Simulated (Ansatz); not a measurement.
# C3H4O2: the cost of one run

Computed with the Python package of Ansatz 0.2.0. Level of theory: PBE0/cc-pVDZ.

## 1. The structure

Bond lengths: C1–C2 1.338 Å, C2–O3 1.378 Å, C2–C4 1.494 Å, C4–O5 1.225 Å, C1–H6 1.088 Å, C1–H7 1.083 Å, O3–H8 0.973 Å, C4–H9 1.103 Å. Angles: C1–C2–O3 122.6°, C1–C2–C4 119.7°, O3–C2–C4 117.7°, C2–C1–H6 120.8°, C2–C1–H7 122.4°, H6–C1–H7 116.8°, C2–O3–H8 108.2°, C2–C4–O5 123.9°, C2–C4–H9 114.3°, O5–C4–H9 121.8°.

No structure file is read: the coordinates are typed or built in the script.

## 2. The script

File opt_c3h4o2.py:

```python
# -*- coding: utf-8 -*-
import itertools
import logging
import sys

import ansatz as az
from ase.data import atomic_numbers, covalent_radii
import numpy as np

logging.basicConfig(stream=sys.stdout, format="[%(levelname)s] %(message)s")
logger = logging.getLogger("calc")
logger.setLevel(logging.INFO)

geometry_ang = [
    ("C", (-0.8668, -0.6303, 0.5132)),
    ("C", (-0.0475, 0.2472, -0.0785)),
    ("O", (-0.4495, 1.5172, -0.4313)),
    ("C", (1.3632, -0.1429, -0.3782)),
    ("O", (1.8398, -1.2406, -0.1141)),
    ("H", (-0.5183, -1.6258, 0.7792)),
    ("H", (-1.8969, -0.3942, 0.7505)),
    ("H", (-1.3821, 1.6221, -0.1753)),
    ("H", (1.9581, 0.6473, -0.8657)),
]
mol = az.Crystal.molecule()
for symbol, xyz in geometry_ang:
    mol = mol.atom(symbol, xyz)

job = (
    mol.calculation()
    .basis(gaussian="cc-pVDZ")
    .functional("pbe0")
)
symbols = [site.symbol for site in mol.cartesian_sites]
start = np.array([site.position_ang for site in mol.cartesian_sites], dtype=float)
report = job.relax(force_tolerance=0.02, max_steps=100).run(threads=1, pin="off").report
end = np.array(report["positions_ang"])

logger.info("reference energy %16.6f eV" % report["reference_energy_ev"])
logger.info("total energy     %16.6f eV" % report["free_energy_ev"])
print("occupied orbitals outside the frozen core (up, down):", report["n_occupied"], " frozen:", report["n_frozen"], " virtual:", report["n_virtual"])

radius = [covalent_radii[atomic_numbers[s]] for s in symbols]
span = lambda where, i, j: np.linalg.norm(where[i] - where[j])
bonded = [(i, j) for i, j in itertools.combinations(range(len(symbols)), 2) if min(span(start, i, j), span(end, i, j)) < 1.2 * (radius[i] + radius[j])]
logger.info("pair        before    after (A)")
for i, j in bonded:
    print(f"{symbols[i]}{i}-{symbols[j]}{j}".ljust(10), f"{span(start, i, j):8.4f} {span(end, i, j):8.4f}")
for first, second in list(itertools.combinations(bonded, 2)):
    shared = set(first) & set(second)
    if shared and symbols[(j := shared.pop())] != "H":
        i, k = sorted((set(first) | set(second)) - {j})
        u, v = end[i] - end[j], end[k] - end[j]
        angle = np.degrees(np.arccos(np.clip(u @ v / np.linalg.norm(u) / np.linalg.norm(v), -1, 1)))
        logger.info(f"final angle {symbols[i]}{i}-{symbols[j]}{j}-{symbols[k]}{k}: {angle:.2f} deg")

charges = report["charge_distribution"]
print("dipole moment", round(4.803205 * float(np.linalg.norm(charges["dipole_moment_e_ang"])), 3), "D")
print("Mulliken:", [(s, round(q, 3)) for s, q in zip(symbols, charges["mulliken_charges_e"])])
with open("c3h4o2_opt.xyz", "w") as handle:
    handle.write(f"{len(symbols)}\nrelaxed C3H4O2\n")
    handle.writelines(f"{s:2s} {x:11.6f} {y:11.6f} {z:11.6f}\n" for s, (x, y, z) in zip(symbols, end))
```

## 3. What the engine is handed

The package turns the script's settings into the engine's input:

```yaml
crystal:
  periodic: [false, false, false]
  atoms:
    - { symbol: C, position_ang: [-0.8668, -0.6303, 0.5132] }
    - { symbol: C, position_ang: [-0.0475, 0.2472, -0.0785] }
    - { symbol: O, position_ang: [-0.4495, 1.5172, -0.4313] }
    - { symbol: C, position_ang: [1.3632, -0.1429, -0.3782] }
    - { symbol: O, position_ang: [1.8398, -1.2406, -0.1141] }
    - { symbol: H, position_ang: [-0.5183, -1.6258, 0.7792] }
    - { symbol: H, position_ang: [-1.8969, -0.3942, 0.7505] }
    - { symbol: H, position_ang: [-1.3821, 1.6221, -0.1753] }
    - { symbol: H, position_ang: [1.9581, 0.6473, -0.8657] }
basis:
  gaussian:
    orbitals: cc-pVDZ
hamiltonian:
  xc: pbe0
relax:
  f_tol: 0.02
  max_steps: 100
```

## 4. The run

The run is started by

```sh
> python opt_c3h4o2.py
```

What time and memory should one allow on 1 thread of Intel Xeon Platinum 8488C (Sapphire Rapids), shared host?

About 32 s, with a peak of 0.25 GiB.
